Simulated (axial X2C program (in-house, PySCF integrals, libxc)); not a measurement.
## Spin–orbit effects along a row: molecules with O, PBE0

All values come from calculations with an in-house all-electron X2C program for linear molecules (integrals from PySCF), spin-free (one-electron X2C) or two-component (2c: spin–orbit coupling with atomic mean-field Coulomb and Gaunt terms, which also bring small scalar terms), in Dyall basis sets with cores contracted in-house; open shells are unrestricted.

Basis sets: Al dyall-v3z, Mg dyall-cv3z, Na dyall-cv3z, O dyall-av3z, P dyall-v3z, Si dyall-v3z.

```tsv
molecule	spin-free state	Re (Å)	ωe (cm⁻¹)	De (eV)	2c state	Re 2c (Å)	ωe 2c (cm⁻¹)	De 2c (eV)
NaO	M_S = 1/2, Λ = 1	2.052	490.4	2.45	Ω = 3/2	2.052	490.3	2.46
MgO	M_S = 1, Λ = 1	1.875	638.9	2.27	Ω = 2	1.875	638.8	2.28
AlO	M_S = 1/2, Λ = 0	1.629	952.4	4.96	Ω = 1/2	1.629	952.4	4.96
SiO	M_S = 0, Λ = 0	1.516	1261.5	7.77	Ω = 0	1.516	1261.4	7.77
PO	M_S = 1/2, Λ = 1	1.483	1272.6	5.81	Ω = 1/2	1.483	1272.3	5.82
```

Problem. Work out the shifts from the spin-free to the two-component result.

Solution. 

```json
{"molecule": "NaO", "2c state": "Ω = 3/2", "ΔRe (Å)": "0.000", "Δωe (cm⁻¹)": "-0.1", "ΔDe (eV)": "0.01"}
{"molecule": "MgO", "2c state": "Ω = 2", "ΔRe (Å)": "0.000", "Δωe (cm⁻¹)": "-0.1", "ΔDe (eV)": "0.01"}
{"molecule": "AlO", "2c state": "Ω = 1/2", "ΔRe (Å)": "0.000", "Δωe (cm⁻¹)": "0.0", "ΔDe (eV)": "0.00"}
{"molecule": "SiO", "2c state": "Ω = 0", "ΔRe (Å)": "0.000", "Δωe (cm⁻¹)": "-0.1", "ΔDe (eV)": "0.00"}
{"molecule": "PO", "2c state": "Ω = 1/2", "ΔRe (Å)": "0.000", "Δωe (cm⁻¹)": "-0.3", "ΔDe (eV)": "0.01"}
```

Shifts of one unit in the last digit are rounding.

Each entry is the lowest single determinant of a limited PBE0 search at one distance. De goes to single-determinant-based atoms at the same level (for ions the charge split of lowest energy) and is withheld (n/a) where an atom does not fit its ground term or J level. Main or longest-lived isotopes. One determinant is a doubtful description, or other states lie close, for NaO, MgO; these need not be ground states, and all values refer to the states named. Some open-shell Ω = 0 determinants are out of reach, so the Ω given for MgO need not be the lowest component. With several unpaired electrons the Ω given is that of one determinant, not necessarily of the lowest component. Some light 2c atoms are not at their ground J level, so De misses part of their lowering (0.04 eV or less). The functionals have no current term, which raises determinants with orbital currents.
